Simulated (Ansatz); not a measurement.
A nudged elastic band was laid between two geometries of H$_{3}$Si$_{2}$ (5 atoms, charge -1, multiplicity 1).

These are results of Ansatz, RHF/def2-TZVP, not measurements.

```json
{"movable images": "9", "climbing image": "yes", "spring": "5.0 eV/Å²", "optimiser": "quadratic models (default)", "start path": "through a guess of the saddle point", "force threshold": "0.03 eV/Å", "iteration limit": "60", "end points": "relaxed"}
```

First end point:

```xyz
5
Properties=species:S:1:pos:R:3
Si -1.439 0.868 -0.066
Si 0.579 0.053 0.164
H -1.993 -0.431 -0.652
H 1.113 -1.303 -0.166
H 1.740 0.813 0.720
```

Last end point:

```xyz
5
Properties=species:S:1:pos:R:3
Si -1.213 1.659 -0.985
Si 0.102 -0.026 0.013
H -0.907 -0.958 0.628
H 0.973 -0.945 -0.807
H 1.045 0.270 1.152
```

Task: What changes between the two ends?

Result: Bonds broken: Si1–H3. Bonds formed: Si2–H3.

Task: Give the energies along the band, and the barrier.

Result: The run converged. The highest image is number 6 of 0 to 10, 1.35 eV above the first end and 0.44 eV above the last; the last end lies 0.91 eV above the first. A vibrational analysis at the climbing image gives one clearly imaginary mode, 710i cm⁻¹: a first-order saddle point. The orbitals stay closed-shell, which can raise the energy where a bond breaks towards radicals; this wasn't checked here. Limits of this set-up: an anion without diffuse functions, the dipole of an ion depends on the origin.

```
image  path coordinate (Å)  energy (eV)  Si1–H3 (Å)  Si2–H3 (Å)
    0                 0.00         0.00        1.53        2.74
    1                 0.27         0.04        1.53        2.57
    2                 0.54         0.20        1.53        2.38
    3                 0.81         0.50        1.53        2.19
    4                 1.09         0.89        1.56        1.99
    5                 1.36         1.23        1.64        1.80
    6                 1.63         1.35        1.77        1.65
    7                 1.94         1.26        2.02        1.57
    8                 2.26         1.12        2.37        1.52
    9                 2.57         0.97        2.74        1.51
   10                 2.88         0.91        3.09        1.51
```

Task: What is the geometry of the highest image?

Result: 
```xyz
5
Properties=species:S:1:pos:R:3
Si -1.457 1.091 -0.746
Si 0.378 0.129 -0.039
H -1.161 -0.470 0.030
H 0.985 -1.206 -0.396
H 1.255 0.456 1.151
```

Task: What are the harmonic wavenumbers there?

Result: 710i, 488, 567, 621, 1116, 1175, 1549, 2025, 2112 cm⁻¹.

The band took 11 iterations and about 60 core-seconds.

Run time: 65 s on 1 thread of Intel(R) Xeon(R) Platinum 8488C (Sapphire Rapids) (shared host), peak memory 0.19 GiB.
